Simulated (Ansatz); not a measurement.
Born–Oppenheimer molecular dynamics of H$_{7}$N$_{2}$Si (10 atoms, charge 0, multiplicity 2). It starts at the highest image of a converged band, a first-order saddle point between two minima.

The calculation used UHF/def2-SVP in Ansatz 0.2.0.

```
ensemble                      : NVE (velocity Verlet)
time step                     : 0.5 fs
steps asked                   : 200
starting velocities drawn for : 300 K
seed                          : 4134
```

First frame:

```xyz
10
Properties=species:S:1:pos:R:3
Si -0.050 0.049 -0.048
H -0.094 -0.073 1.705
H 1.387 0.145 -0.423
N -0.801 1.408 -0.780
H -1.789 1.559 -0.724
H -0.300 2.257 -0.954
N -0.896 -1.368 -0.513
H -0.953 -2.173 0.079
H -1.111 -1.583 -1.468
H -0.159 -0.221 2.677
```

How far do the bonds stretch over the last three quarters of this one trajectory? (Pairs bonded in most of those frames.)


```csv
bond,mean (Å),spread (Å),shortest,longest
Si1–H3,1.490,0.012,1.47,1.51
Si1–N4,1.727,0.015,1.70,1.75
Si1–N7,1.731,0.034,1.68,1.79
H2–H10,0.756,0.048,0.68,0.82
N4–H5,1.002,0.010,0.99,1.02
N4–H6,1.002,0.010,0.99,1.02
N7–H8,1.002,0.021,0.97,1.04
N7–H9,1.005,0.019,0.97,1.04
```

Mean temperature of the second half: 911 K. The conserved energy stayed within 0.34 meV per atom of its start (net change 0.22 meV per atom), so the integration is sound. The kinetic energy rose, since the run started high on the potential surface and went downhill. It ends in pieces (H2 + H5N2Si), so much of that is their flight and rotation, not heat. A run of 0.1 ps of so small a system gives no equilibrium averages.

Run time: 110 s on 2 threads of Arm Neoverse V2, on a shared host, peak memory 0.19 GiB.
